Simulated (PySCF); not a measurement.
Calculated NMR data

- structure optimised with GFN2-xTB
- spin–spin couplings from B3LYP/pcJ-1 (spin–dipole term left out of most H,H and C,H couplings)
- σ from GIAO-PBE0/pcSseg-1
- program: PySCF
- isolated molecule, one computed conformer, non-relativistic, rapidly exchanging positions averaged

Chemical shifts δ = σref − σ; ¹H, ¹³C against TMS, all at this level. Multiplet labels drop J under 1 Hz and among equivalent protons, and merge close values. Unscaled 3J(H,H) run several per cent high. Where no couplings were computed, multiplicities follow the n + 1 count of equivalent neighbours, and m marks all less simple cases (inequivalent or close neighbours, rings, F or P nearby). Shifts are as computed. Against solution values, carbons near 30 ppm lie about +3 ppm off and those near 130 ppm about +5 ppm. Of 1211 compounds with measured shifts, 218 miss one by over three times the rms of a fit or turn the order of signals round; such compounds aren't used in these exercises. OH and NH positions are gas-phase values without hydrogen bonding to other molecules.

Compound 1 (C$_{5}$H$_{4}$O). ¹H NMR (600 MHz, computed): δ 7.25 (d, J = 7.5 Hz, 2H), 5.37 (d, J = 7.5 Hz, 2H). ¹³C{¹H} NMR (computed): δ 210.9 (C), 155.4 (CH), 124.9 (CH). Structure: Cyclopentadienone (SMILES O=C1C=CC=C1).

Compound 2 (CH$_{12}$N$_{2}$Si$_{4}$). ¹H NMR (600 MHz, computed): δ 5.60 (m, 1H), 4.35 (m, 1H), 4.21 (m, 1H), 3.55 (s, 3H), 1.21 (m, 1H), 0.92 (m, 1H), 0.32 (br s, 2H), -0.12 (br s, 2H). ¹³C{¹H} NMR (computed): δ 28.3. Structure: SMILES N[Si@@H]1C[Si@](N)([SiH3])[SiH2]1.

Compound 3 (C$_{7}$H$_{14}$O$_{2}$Si). ¹H NMR (600 MHz, computed): δ 7.88 (m, 1H), 7.55 (d, 1H), 4.64 (m, 1H), 4.07 (s, 2H), 3.38 (s, 3H), 0.24 (d, 6H). ¹³C{¹H} NMR (computed): δ 205.1 (C), 159.0 (CH), 142.7 (CH), 83.2 (CH2), 60.3 (CH3), -2.5 (CH3). Structure: `COCC(=O)/C=C/[SiH](C)C`.

Compound 4 (C$_{3}$H$_{5}$NO). ¹H NMR (600 MHz, computed): δ 9.66 (d, J = 8.1 Hz, 1H), 7.70 (dq, J = 8.1, 2.4 Hz, 1H), 4.11 (d, J = 2.4 Hz, 3H). ¹³C{¹H} NMR (computed): δ 200.5 (CH), 167.0 (CH), 52.6 (CH3). Structure: `C/N=C/C=O`.
